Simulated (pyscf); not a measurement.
**Four-centre exchange: HO–Si:–OH [singlet] + HCl -> H₂O + HO–Si:–Cl [singlet]**

Gas phase, singlet surface, charge 0. Bonds broken: O1–Si2, Cl6–H7. Bonds formed: O1–H7, Si2–Cl6. Structures and frequencies: ωB97X-D3(BJ)/def2-SVP in PySCF. Correlated levels are frozen-core, on RHF or UHF. ΔMP2 is the change of the MP2 total energy from the triple- to the quadruple-zeta basis.

Transition state (Å):

```xyz
7

O     -1.4258    -0.1455    -0.2680
Si     0.0434     0.7969     0.3300
O      1.1119     0.1751    -0.7640
H     -2.2793     0.2518    -0.0423
H      0.9159    -0.6418    -1.2405
Cl    -0.1847    -1.5148     1.6535
H     -1.1107    -1.0569     0.5865
```

One imaginary mode, 788i cm⁻¹; descent along it reached the two sides named, in the forms told below.

```
bond     change  reactant side (Å)  saddle  product side
-------  ------  -----------------  ------  ------------
O1–Si2   breaks              1.710   1.845         2.212
Cl6–H7   breaks              1.310   1.485         2.450
O1–H7     forms              1.776   1.288         0.973
Si2–Cl6   forms                4.0     2.7         2.192
```

Electronic energies relative to the separated reactants (kcal/mol):

```tsv
level	barrier	reaction energy	reverse barrier
ωB97X-D3(BJ)/def2-TZVP	6.5	0.0	6.6
PBE/def2-TZVP	3.5	+0.3	3.2
r²SCAN/def2-TZVP	4.7	+1.6	3.2
B3LYP-D3(BJ)/def2-TZVP	6.6	+1.2	5.5
PBE0-D3(BJ)/def2-TZVP	4.5	+0.1	4.4
M06-2X/def2-TZVP	7.1	+1.6	5.5
ωB97M-D3(BJ)/def2-TZVP	7.9	+1.5	6.4
HF/def2-TZVP	22.4	+2.7	19.7
MP2/def2-QZVPP	8.3	+0.7	7.5
CCSD/def2-TZVPP	13.4	+2.3	11.1
CCSD(T)/def2-TZVPP	11.1	+2.1	9.0
CCSD(T)/def2-TZVPP + ΔMP2(QZVPP)	10.7	+1.4	9.3
```

With CCSD(T)/def2-TZVPP + ΔMP2(QZVPP) energies and thermal terms (ideal gas, 1 atm, RRHO with modes under 100 cm⁻¹ raised to 100, one conformer, R ln 2 for chiral ones without a mode under 150 cm⁻¹), in kcal/mol:

```csv
T (K),ΔH‡,ΔG‡,ΔH,ΔG
298,9.8,19.8,+2.8,+2.0
600,9.8,29.9,+2.5,+1.3
900,10.1,39.9,+2.1,+0.9
1200,10.6,49.8,+1.6,+0.5
```

On the reactant side the descent ends in a complex, 6.6 kcal/mol under the separated species and 13.1 kcal/mol under the saddle at ωB97X-D3(BJ)/def2-TZVP. On the product side the descent ends in a bound adduct, 9.9 kcal/mol under the separated species and 16.5 kcal/mol under the saddle at ωB97X-D3(BJ)/def2-TZVP. This is the saddle that the search found; another between the same sides may lie lower. The CCSD(T) − MP2 part came from Ansatz, without density fitting, on the same reference.
